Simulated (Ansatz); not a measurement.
Level of theory: Ansatz (an electronic-structure program) with frozen-core CCSD(T)/def2-TZVPP // CAM-B3LYP-D3(BJ)/def2-TZVP. The restricted HF reference is unstable towards unrestricted orbitals.

Ansatz 0.2 input:
```yaml
crystal:
  periodic: [false, false, false]
  atoms:
    - { symbol: C, position_ang: [1.775415, -0.302434, -0.353896] }
    - { symbol: C, position_ang: [0.670316, 0.086782, 0.268215] }
    - { symbol: C, position_ang: [-0.670313, -0.08674, -0.268236] }
    - { symbol: C, position_ang: [-1.775409, 0.302507, 0.353859] }
    - { symbol: H, position_ang: [2.754114, -0.155171, 0.081024] }
    - { symbol: H, position_ang: [1.734813, -0.785015, -1.323027] }
    - { symbol: H, position_ang: [0.741616, 0.567127, 1.239362] }
    - { symbol: H, position_ang: [-0.741618, -0.567155, -1.239348] }
    - { symbol: H, position_ang: [-1.734814, 0.784996, 1.323036] }
    - { symbol: H, position_ang: [-2.754119, 0.155104, -0.080991] }
basis:
  gaussian: { orbitals: def2-TZVPP }
correlation:
  method: ccsd_t
```

Output:

```
Functional definition: HF
1222 factors; integrals over basis functions are off by at most 7.7e-4 eV
mean field evaluation 1: about -4214.3703 eV, gradient 3.2e1 eV
mean field evaluation 2: about -4214.3772 eV, gradient 3.2e1 eV
mean field evaluation 4: about -4217.2666 eV, gradient 3.3e0 eV
mean field evaluation 8: about -4217.3018 eV, gradient 8.7e-5 eV
mean field evaluation 16: about -4217.2970 eV, gradient 1.4e-1 eV
mean field -4217.30180948 eV, -154.9829829087 hartree, gradient 1.7e-6 eV, S^2 0.000000; 0 other end points of the search recorded, 0 dependent functions left out; unrestricted orbitals would lower it
4 core orbitals not correlated
reference -4217.30180948 eV, -154.9829829087 hartree; 11, 11 occupied and 193, 193 virtual orbitals, 1222 factors
second order -17.61072665 eV of doubles, -0.00000000 eV of singles
cycle   1  -18.02886740 eV  change   -4.2e-1 eV  update   9.0e-2
cycle   2  -18.49702740 eV  change   -4.7e-1 eV  update   3.0e-2
cycle   3  -18.59671704 eV  change   -1.0e-1 eV  update   1.4e-2
cycle   4  -18.59476003 eV  change    2.0e-3 eV  update   4.2e-3
cycle   5  -18.59516160 eV  change   -4.0e-4 eV  update   1.6e-3
cycle   6  -18.59559360 eV  change   -4.3e-4 eV  update   4.2e-4
cycle   7  -18.59546635 eV  change    1.3e-4 eV  update   1.8e-4
cycle   8  -18.59547526 eV  change   -8.9e-6 eV  update   8.1e-5
cycle   9  -18.59547647 eV  change   -1.2e-6 eV  update   2.9e-5
cycle  10  -18.59545851 eV  change    1.8e-5 eV  update   9.8e-6
perturbative correction -0.86162083 eV, -0.0316639813 hartree
Total energy: -4236.75888882 eV, -155.6980173860 hartree
```

Cost: roughly 100 core-seconds.
